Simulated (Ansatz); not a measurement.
Reactions of hydrogen peroxide, H₂O₂.

Isolated molecules relaxed with PBE0-D4/def2-TZVP in Ansatz; ΔE leaves out vibrations. CCSD(T)/CBS is frozen-core, at the limit of the def2 triple- and quadruple-zeta sets. DFT in def2-TZVPP. No spin–orbit coupling; open shells (•) take unrestricted orbitals. Spin–orbit coupling would lower the free atoms: a little for Cl, O.

```json
{"reaction": "`OO` + `[OH]`• → `[O]O`• + H₂O", "CCSD/CBS(def2) (kJ/mol)": "-129", "B97M-V (kJ/mol)": "-134", "CCSD(T)/CBS(def2) (kJ/mol)": "-133"}
{"reaction": "`OO` → 2 H• + 2 O•", "CCSD/CBS(def2) (kJ/mol)": "1087", "B97M-V (kJ/mol)": "1111", "CCSD(T)/CBS(def2) (kJ/mol)": "1124"}
{"reaction": "`OO` → H• + `[O]O`•", "CCSD/CBS(def2) (kJ/mol)": "390", "B97M-V (kJ/mol)": "374", "CCSD(T)/CBS(def2) (kJ/mol)": "395"}
{"reaction": "`OO` + Cl• → `[O]O`• + HCl", "CCSD/CBS(def2) (kJ/mol)": "-52", "B97M-V (kJ/mol)": "-76", "CCSD(T)/CBS(def2) (kJ/mol)": "-55"}
{"reaction": "`OO` → 2 `[OH]`•", "CCSD/CBS(def2) (kJ/mol)": "204", "B97M-V (kJ/mol)": "218", "CCSD(T)/CBS(def2) (kJ/mol)": "227"}
```

Largest T1 diagnostic: 0.032, for `[O]O`•, so its coupled-cluster energy is less sure.
